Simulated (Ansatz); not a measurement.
## What a trial cell of Pt relaxes into

The calculation used DFT PBEsol, scalar-relativistic, plane waves, PAW (Ansatz 0.2.0). Cutoff 420 eV, Γ-centred k mesh, Gaussian smearing, no spin polarisation in the final step.

Pt was placed on the lonsdaleite structure type (P6_3/mmc, No. 194), at a guessed volume.

```
CELL_PARAMETERS angstrom
3.55786 0.00000 0.00000
-1.77893 3.08120 0.00000
0.00000 0.00000 5.87047
ATOMIC_POSITIONS crystal
Pt 0.33333 0.66667 0.43750
Pt 0.66667 0.33333 0.93750
Pt 0.66667 0.33333 0.56250
Pt 0.33333 0.66667 0.06250
```

Cell and atoms relax at zero pressure; the relaxation can't lower the symmetry of the start. After a coarse first stage the cell is made exact in the group found at 0.06 Å.

Energies count from the standard state of Pt at the same level.

Describe the relaxed structure.

It keeps P6_3/mmc (No. 194), but not the shape of the type it started on. Conventional cell: a = 2.709 Å, c = 9.828 Å. Around Pt lie 10 Pt at 2.58–2.81 Å.

Space group P6_3/mmc (No. 194). a = 2.709 Å, b = 2.709 Å, c = 9.828 Å, α = 90.00°, β = 90.00°, γ = 120.00°
```
atom site symmetry x y z
  Pt    4f       3m.  0.3333  0.6667  0.3813
```

What are its volume, energy, density and gap?

The volume per atom is 15.62 Å³ and the density is 20.74 g/cm³. The energy over the standard structure is 0.10 eV/atom and the gap on the 21×21×6 mesh is 0 eV (a metal).

The final run used a 21×21×6 mesh on its 4-atom cell and 0.10 eV smearing. The k mesh leaves about 4 meV/atom of noise in metals. Spin–orbit coupling is left out. A structure relaxed within its symmetry needn't be a true minimum.